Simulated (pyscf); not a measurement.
H₂Si=AsH + H₂O → HO–SiH₂–AsH₂, an addition across a multiple bond or ene-type step (singlet surface; H–O broken, As–H, O–Si formed). Single points on ωB97X-D3(BJ)/def2-SVP structures (PySCF, gas phase). Correlated levels are frozen-core, on RHF or UHF. ΔMP2 is the change of the MP2 total energy from the triple- to the quadruple-zeta basis. Energies in eV from the separated reactants.

Small-basis levels: PySCF, no dispersion term, spherical d functions. AM1 to PM7: differences of heats of formation from MOPAC, which are fitted to 298 K values and so differ in kind from electronic energies by zero-point and thermal terms. Cost: rough CPU time at the saddle relative to B3LYP/6-31G*+LANL2DZ, from one job on a shared machine.

```csv
level,barrier,reaction energy,cost
BP86/6-31G*+LANL2DZ,-0.33,-1.96,1
B3LYP/STO-3G,-1.33,-3.17,0.6
B3LYP/LANL2DZ,0.03,-1.60,0.6
B3LYP/6-31G*+LANL2DZ,-0.17,-2.06,1
B3LYP/6-311+G**+LANL2DZ,0.09,-1.85,1
B3LYP/def2-SVP,-0.26,-2.07,1
PM3,0.09,-2.16,under 0.02
CCSD(T)/def2-TZVPP + ΔMP2(QZVPP),-0.08,-2.06,–
```

Against the last row the barrier runs from -1.26 (B3LYP/STO-3G) to +0.17 eV (PM3). CCSD(T)/def2-TZVPP + ΔMP2(QZVPP) has limits of its own. On the reactant side the descent ends in an adduct with a O–Si contact, 0.45 eV under the separated species and 0.17 eV under the saddle at ωB97X-D3(BJ)/def2-TZVP. At CCSD(T) the saddle lies under the separated reactants, which points to a path from their complex (located at ωB97X-D3(BJ) alone). What is counted as formed (O–Si) is already present as a longer contact in the reactant adduct; forming that adduct is a step of its own. At ωB97X-D3(BJ)/def2-TZVP the barrier from the zero used here is -0.27 eV. One saddle was located; it need not be the lowest between these sides. The CCSD(T) − MP2 part came from Ansatz, without density fitting, on the same reference. The frozen core leaves the outer d or s,p core shells of the metals and heavy elements correlated in the MP2 and CC values, and def2-TZVPP describes them poorly, which can shift differences by a few kcal/mol. In the def2 sets elements up to Kr have no core potential.
